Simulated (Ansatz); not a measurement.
Species, as SMILES: C=O (CH2-O).
Atoms: O1, C2, H3, H4. Bonds: O1-C2, C2-H3, C2-H4.

How fast the optimised O1-C2 bond length converges with the basis for several methods (Ansatz, a first-principles code): deviation from each method's own reference, in Å. References: B3LYP 1.1984 Å, the value in def2-QZVPPD; HF 1.1766 Å, the value in def2-QZVPPD; MP2 1.2089 Å, the value in def2-QZVPPD; PBE 1.2077 Å, the value in def2-QZVPPD. All functions are spherical. In correlated methods cores are frozen. No added dispersion term, no relativity. The reference of a correlated method is not its basis-set limit, which lies further on.

| basis | functions | B3LYP | HF | MP2 | PBE |
|---|---|---|---|---|---|
| pcseg-0 | 22 | 0.0361 | 0.0391 | 0.0519 | ? |
| def2-SV(P) | 32 | 0.0008 | 0.0016 | 0.0014 | ? |
| pcseg-2 | 88 | 0.0007 | 0.0009 | 0.0019 | ? |
| def2-TZVPP | 90 | 0.0006 | 0.0008 | 0.0017 | ? |
| jun-cc-pV(T+d)Z | 106 | 0.0019 | 0.0020 | 0.0038 | ? |
| def2-TZVPPD | 111 | 0.0010 | 0.0011 | 0.0029 | ? |
| aug-pcseg-2 | 138 | 0.0009 | 0.0011 | 0.0031 | ? |
| def2-QZVPPD | 195 | 0.0000 | 0.0000 | 0.0000 | ? |

**Question.** Fill in the missing entries.

**Answer.** 
- pcseg-0, PBE: 0.0365
- def2-SV(P), PBE: -0.0003
- pcseg-2, PBE: 0.0006
- def2-TZVPP, PBE: 0.0003
- jun-cc-pV(T+d)Z, PBE: 0.0018
- def2-TZVPPD, PBE: 0.0010
- aug-pcseg-2, PBE: 0.0009
- def2-QZVPPD, PBE: 0.0000

Mean absolute deviation over pcseg-2, def2-TZVPP, jun-cc-pV(T+d)Z, def2-TZVPPD, aug-pcseg-2: PBE 0.0009, B3LYP 0.0010, HF 0.0012, MP2 0.0027 Å.
